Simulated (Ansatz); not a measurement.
Process, species as SMILES: F[C]F (closed-shell singlet) + 3 [H][H] (H2) → C (CH4) + 2 F (HF)
B3LYP-D3(BJ)/def2-TZVP geometries, fixed; electronic energies without zero-point terms.
Largest species:
```xyz
5

C      0.0000     0.0000     0.0000
H      0.6205     0.6269     0.6390
H     -0.6429    -0.6249     0.6185
H      0.6369    -0.6328    -0.6166
H     -0.6146     0.6308    -0.6409
```
Charge 0, spin multiplicity 1.

Basis-set convergence of the energy of full hydrogenation at PBE0 with Ansatz (a first-principles code). All functions are spherical. The program fits the integrals of some runs and decomposes those of others, by size. No added dispersion term, no relativity. Functions are those of the species that has most. Reference: the value in aug-pcseg-3, -119.95 kcal/mol, itself unsure by roughly 0.04 kcal/mol (its mean distance from aug-cc-pVQZ, def2-QZVPPD, pcseg-3). Deviations are taken from unrounded values.

| basis | functions |
|---|---|
| def2-SV(P) | 42 |
| def2-SVP | 42 |
| aug-cc-pVDZ | 69 |
| aug-pcseg-1 | 69 |
| def2-TZVP | 93 |
| def2-TZVPP | 93 |
| jun-cc-pV(T+d)Z | 117 |
| aug-cc-pVTZ | 138 |
| aug-pcseg-2 | 138 |
| def2-QZVPP | 177 |
| aug-cc-pVQZ | 264 |
| aug-pcseg-3 | 281 |

### Question
Which is the smallest set listed that can be trusted to 1 kcal/mol here, that is, within that of the reference together with its larger relatives (same family, alike in diffuse functions; a set with none to test it counts only in the reference's own line)?

### Answer
The smallest set listed that lies within 1 kcal/mol of the reference with all its larger relatives (same family, alike in diffuse functions; a set with none counts only in the reference's own line) is aug-pcseg-1 (69 functions, -0.12 kcal/mol off). Inside, with no larger relative to test it: def2-QZVPP. Value minus reference: def2-SV(P) 27.76, def2-SVP 8.81, aug-cc-pVDZ -5.19, aug-pcseg-1 -0.12, def2-TZVP 4.46, def2-TZVPP 1.45, jun-cc-pV(T+d)Z -0.30, aug-cc-pVTZ -0.01, aug-pcseg-2 -0.42, def2-QZVPP 0.40, aug-cc-pVQZ 0.03, aug-pcseg-3 0.00 kcal/mol.
